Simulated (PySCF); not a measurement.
Working out the ionisation energy of F

F [He] 2s2 2p5 (2P) → F⁺ [He] 2s2 2p4 (3P). Calculation: PySCF 2.14, in aug-cc-pwCVQZ; the non-relativistic Hamiltonian (point nucleus). Frozen: nothing. Energies in hartree (1 hartree = 27.21139 eV):

| part | F (lower) | F⁺ (upper) |
| --- | --- | --- |
| UHF | -99.414112 | -98.838886 |
| MP2 opposite-spin | -0.226537 | -0.176540 |
| MP2 same-spin | -0.061317 | -0.046336 |

Q: What does Hartree-Fock give?

A: (-98.838886) − (-99.414112) = 0.575226 hartree = 15.653 eV.

Q: What do MP2 and SCS-MP2 (6/5 opposite-spin, 1/3 same-spin) give?

A: The opposite-spin parts differ by 1.360 eV and the same-spin parts by 0.408 eV. MP2: 15.653 + (1.360) + (0.408) = 17.421 eV. SCS-MP2: 15.653 + 1.2 × (1.360) + (0.408)/3 = 17.421 eV.

Measured between the centres of the two terms (NIST): 17.427 eV, so MP2 (valence and next inner shell) is off by -0.006 eV.

What remains against the reference includes basis incompleteness and correlation beyond second order.
